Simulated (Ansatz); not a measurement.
## AlC, quartet along the distance Al1-C2

Starting geometry (PBE0/def2-TZVP stationary point for this spin):

```tsv
atom	x (Å)	y (Å)	z (Å)
Al	0.0000	0.0000	0.0000
C	0.0000	0.0000	1.9668
```

From there C2 moves along the line of the two atoms named below, all else staying in place; atoms are numbered as listed. Energies are in eV, counted from the starting geometry at the same level. Kohn–Sham curves are unrestricted where that lies lower.

Basis cc-pVDZ; Ansatz 0.2.0. Only valence electrons are correlated (noble-gas cores frozen).

Full CI is exact within this basis and frozen core; it isn't the basis-set limit.

```json
{"distance Al1-C2 (Å)": "1.593", "PBE-QIDH": "1.792"}
{"distance Al1-C2 (Å)": "1.807", "PBE-QIDH": "0.262"}
{"distance Al1-C2 (Å)": "1.967", "PBE-QIDH": "0.000"}
{"distance Al1-C2 (Å)": "2.172", "PBE-QIDH": "0.160"}
{"distance Al1-C2 (Å)": "2.392", "PBE-QIDH": "0.594"}
{"distance Al1-C2 (Å)": "2.688", "PBE-QIDH": "1.282"}
{"distance Al1-C2 (Å)": "3.215", "PBE-QIDH": "2.307"}
{"distance Al1-C2 (Å)": "3.699", "PBE-QIDH": "2.802"}
{"distance Al1-C2 (Å)": "4.309", "PBE-QIDH": "3.067"}
{"distance Al1-C2 (Å)": "5.226", "PBE-QIDH": "3.178"}
{"distance Al1-C2 (Å)": "6.777", "PBE-QIDH": "3.204"}
```

Q: Estimate the full CI curve in cc-pVDZ from this one, knowing how PBE-QIDH differs from it in such a basis.

A: The computed full CI values, in eV from the starting point, and the difference of PBE-QIDH against them:
| distance Al1-C2 (Å) | full CI | PBE-QIDH less full CI |
| --- | --- | --- |
| 1.593 | 1.903 | -0.111 |
| 1.807 | 0.300 | -0.038 |
| 1.967 | 0.000 | 0.000 |
| 2.172 | 0.122 | 0.038 |
| 2.392 | 0.522 | 0.072 |
| 2.688 | 1.163 | 0.119 |
| 3.215 | 2.119 | 0.188 |
| 3.699 | 2.627 | 0.175 |
| 4.309 | 2.891 | 0.176 |
| 5.226 | 2.991 | 0.187 |
| 6.777 | 3.017 | 0.187 |

PBE-QIDH at 6.777 Å lies 0.187 eV (6 %) above the reference in this basis.

In so small a basis the reference is far from its limit. A double hybrid takes much of its correlation from a semilocal functional, which needs less basis, so its difference from the reference holds the reference's basis and frozen-core error beside its own.
